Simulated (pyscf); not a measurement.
Routes from `[NH2][SiH3]`

Candidate steps break at most two bonds and form at most two. Each was searched with GFN2-xTB (tblite) first. Optimised with ωB97X-D3(BJ)/def2-SVP in PySCF. Correlated levels are frozen-core, on RHF or UHF. ΔMP2 is the change of the MP2 total energy from the triple- to the quadruple-zeta basis. Energies: CCSD(T)/def2-TZVPP + ΔMP2(QZVPP), kJ/mol, from the reactant's lowest minimum found, singlet surface.

```
products                                     type    ΔE‡      ΔE  ΔG‡ 298 K  ΔG‡ 900 K  ν‡ (cm⁻¹)
--------------------  ---------------------------  -----  ------  ---------  ---------  ---------
SiH₂ [singlet] + NH₃              1,1-elimination  314.4  +273.6      305.5      306.7      1650i
H₂N–SiH₃              concerted two-bond exchange  575.1     0.0      551.0      557.0      2044i
```

Row 1: On the product side the descent ends in an adduct with a N–Si contact, 136.5 kJ/mol under the separated species and 163.4 kJ/mol under the saddle at ωB97X-D3(BJ)/def2-TZVP. 

Under all of these lies the exit to H₂N–SiH: [singlet] + H₂ (barrier +265.5 kJ/mol at ωB97M-D3(BJ)). Plain bond fissions and candidates not yet searched are not listed, and one of them may be faster. Each barrier is that of the saddle found; lower ones may exist. A restricted solution here is unstable towards spin polarisation, so biradical character is likely and single-reference numbers are less safe. The CCSD(T) − MP2 part came from Ansatz, without density fitting, on the same reference. The largest closed-shell T1 diagnostic is 0.034, which may signal static correlation.
